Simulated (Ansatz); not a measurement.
Calculation: frozen-core CCSD(T)/cc-pVTZ // B3LYP-D3(BJ)/def2-SVP (Ansatz, a first-principles code).

Ansatz 0.2 input:
```yaml
crystal:
  periodic: [false, false, false]
  atoms:
    - { symbol: C, position_ang: [1.37532, 0.115516, 0.175378] }
    - { symbol: S, position_ang: [-0.083597, -0.06498, -0.895036] }
    - { symbol: C, position_ang: [-1.378198, -0.117753, 0.380906] }
    - { symbol: H, position_ang: [1.327501, 1.043482, 0.767019] }
    - { symbol: H, position_ang: [1.485516, -0.745684, 0.853345] }
    - { symbol: H, position_ang: [2.255347, 0.161523, -0.481928] }
    - { symbol: H, position_ang: [-1.399621, 0.81245, 0.970575] }
    - { symbol: H, position_ang: [-1.241604, -0.976715, 1.056903] }
    - { symbol: H, position_ang: [-2.340655, -0.227834, -0.138875] }
basis:
  gaussian: { orbitals: cc-pVTZ }
correlation:
  method: ccsd_t
```

Output:

```
Functional definition: HF
993 factors; integrals over basis functions are off by at most 9.6e-4 eV
mean field evaluation 1: about -12972.6617 eV, gradient 2.3e1 eV
mean field evaluation 2: about -12972.8250 eV, gradient 2.3e1 eV
mean field evaluation 4: about -12974.3840 eV, gradient 2.8e0 eV
mean field evaluation 8: about -12974.4111 eV, gradient 1.1e-1 eV
mean field evaluation 16: about -12974.0420 eV, gradient 7.8e0 eV
mean field -12974.41119115 eV, -476.8008169030 hartree, gradient 2.1e-6 eV, S^2 0.000000; 0 other end points of the search recorded, 0 dependent functions left out
7 core orbitals not correlated
reference -12974.41119115 eV, -476.8008169030 hartree; 10, 10 occupied and 161, 161 virtual orbitals, 993 factors
second order -14.66710029 eV of doubles, -0.00000000 eV of singles
cycle   1  -15.38339335 eV  change   -7.2e-1 eV  update   7.7e-2
cycle   2  -15.77247280 eV  change   -3.9e-1 eV  update   2.2e-2
cycle   3  -15.82523182 eV  change   -5.3e-2 eV  update   8.0e-3
cycle   4  -15.82408330 eV  change    1.1e-3 eV  update   1.9e-3
cycle   5  -15.82431150 eV  change   -2.3e-4 eV  update   5.9e-4
cycle   6  -15.82432111 eV  change   -9.6e-6 eV  update   1.8e-4
cycle   7  -15.82430115 eV  change    2.0e-5 eV  update   5.8e-5
cycle   8  -15.82430974 eV  change   -8.6e-6 eV  update   2.2e-5
perturbative correction -0.64519070 eV, -0.0237103209 hartree
Total energy: -12990.88069159 eV, -477.4060598806 hartree
```

Cost: very roughly 21 core-seconds.
